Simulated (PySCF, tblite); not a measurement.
**C4H8NS radical: geometry, infrared bands and EPR parameters**

Wanted: the infrared bands and EPR parameters of C4H8NS radical (`C[CH]NC(C)=S`), by calculation.

The runs use tblite 0.8.0 and PySCF 2.14.0, with density-fitted response routines of our own; the level of theory stands in each step. All values are computed, except where a source is named. Atoms are numbered from 0 throughout.

## 1. The starting structure

14 atoms, charge 0, multiplicity 2; geometry from: force field or distance geometry start.

Bonds of the start (Å): C0–C1 1.50, C1–N2 1.37, N2–C3 1.38, C3–C4 1.50, C3–S5 1.68, C0–H6 1.09, C0–H7 1.09, C0–H8 1.09, C1–H9 1.07, N2–H10 1.01, C4–H11 1.10, C4–H12 1.10, C4–H13 1.10.

## 2. Optimising the geometry with GFN2-xTB

The job: settings as JSON, then the geometry in Å.

```
{"job": {"kind": "relax", "xc": "GFN2-xTB", "basis": "xTB"}, "charge": 0, "multiplicity": 2}
C      2.285400    -0.505700     0.286700
C      0.866200    -0.301100    -0.165900
N     -0.022400     0.296200     0.682300
C     -1.355200     0.568500     0.429500
C     -1.964200     0.161800    -0.875900
S     -2.266500     1.317000     1.621300
H      2.450200    -0.115500     1.293700
H      2.529700    -1.563900     0.284200
H      2.963600     0.008700    -0.394700
H      0.548700    -0.638900    -1.133400
H      0.291000     0.600100     1.593200
H     -1.435600     0.662400    -1.696700
H     -3.027900     0.429100    -0.937500
H     -1.863600    -0.919100    -1.023900
```

On the command line:

```bash
> OMP_NUM_THREADS=1 python probes_run.py task.json out
```

This one command runs all jobs of the session in turn.

**Question.** This job is followed by: GFN2-xTB harmonic vibrations, gas phase; UKS B3LYP, pcH-1 on C H N S, non-relativistic, mean-field spin-orbit, GIAO. Predict these results of the whole session: strongest single infrared mode (GFN2-xTB); zero-point energy (GFN2-xTB); g(iso) (B3LYP); ⟨S²⟩; largest a(iso) (averaged by class); potential on the surface of density 0.002 e/bohr³, 1st and 99th percentile.

The runs gave:

| quantity | value |
| --- | --- |
| strongest single infrared mode (GFN2-xTB) | 816 cm⁻¹, 92 km/mol |
| zero-point energy (GFN2-xTB) | 70.4 kcal/mol |
| g(iso) (B3LYP) | 2.00854 |
| ⟨S²⟩ | 0.764 (exact 0.75) |
| largest a(iso) (averaged by class) | 13C on C1, 61.2 MHz |
| potential on the surface of density 0.002 e/bohr³, 1st and 99th percentile | -1.51 V and 1.97 V |

Relaxing lowered the energy by 0.094 eV in 26 steps; the close pair that moved most is C1–N2, from 1.366 to 1.334 Å. All 36 modes are real, so the xTB geometry is a minimum. The strongest single mode, at 816 cm⁻¹, moves mainly H10. Unscaled tight-binding wavenumbers are off by several per cent, some by more. Its intensities can rank the bands wrongly. C1 carries the largest spin population, 0.70 e. The isotropic g lies 6.2 ppt above the free-electron value. These values are for one conformer; the search (at its own cheap level) found 2 more, at 0.01, 1.94 kcal/mol (those within 0.05 may be mirror or relabelled copies), and measured spectra average over such forms.
